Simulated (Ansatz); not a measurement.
The input, for Ansatz 0.2.0:

```yaml
crystal:
  periodic: [false, false, false]
  atoms:
    - {symbol: Al, position_ang: [0.000000, 0.000000, 1.379000]}
    - {symbol: Al, position_ang: [0.000000, 0.000000, -1.379000]}
    - {symbol: H, position_ang: [0.000000, 0.000000, 2.953543]}
    - {symbol: H, position_ang: [0.000000, 0.000000, -2.953543]}
basis:
  gaussian: {orbitals: 6-31G}
magnetization: {spin_polarized: false, initial_magnetization: 2}
correlation: {method: sc_nevpt2, electrons: outside_noble_gas, active_space: {window: {electrons: 8, orbitals: 10}, shells: [{species: Al, l: s, shell: 3}, {species: Al, l: p, shell: 3}, {species: H, l: s, shell: 1}]}}
```

```sh
$ ansatz run in.yaml --threads 1 --pin off --events-out ev --progress --plain --max-ram 2393MiB
```

Log:

```
589 factors; integrals over basis functions are off by at most 8.3e-8 eV
mean field evaluation 1: about -13191.8304 eV, gradient 6.2e0 eV
mean field evaluation 2: about -13191.8338 eV, gradient 6.2e0 eV
mean field evaluation 4: about -13192.2897 eV, gradient 4.2e-1 eV
mean field evaluation 8: about -13192.2915 eV, gradient 6.1e-5 eV
mean field evaluation 16: about -13192.6761 eV, gradient 1.6e0 eV
mean field evaluation 32: about -13192.7246 eV, gradient 5.3e-5 eV
mean field evaluation 64: about -13191.5829 eV, gradient 1.4e-6 eV
mean field evaluation 96: about -13191.6888 eV, gradient 7.0e-1 eV
mean field evaluation 128: about -13192.4060 eV, gradient 7.4e-1 eV
mean field -13192.72458863 eV, -484.8236862822 hartree, gradient 4.8e-6 eV, S^2 2.000000; 13 other end points of the search recorded, 0 dependent functions left out
reference -13192.72458863 eV, -484.8236862822 hartree; 15, 13 occupied and 15, 17 virtual orbitals, 589 factors
state -13194.93120920 eV, -484.9047780926 hartree
state -13194.93120920 eV, -484.9047780926 hartree; corrected -13195.27874135 eV, -484.9175496635 hartree
Total energy: -13195.27874135 eV, -484.9175496635 hartree
Checks for a lower state left out: starts, orbital_swaps
```

Natural occupations: 1.9605 1.9529 1.9193 0.9587 0.9587 0.1028 0.0500 0.0500 0.0314 0.0156.

For the same geometry and basis full CI lies 169.9 meV lower.

Ran on 1 thread of Arm Neoverse N1, shared host: 9.5 s wall, 0.11 GiB peak host memory.
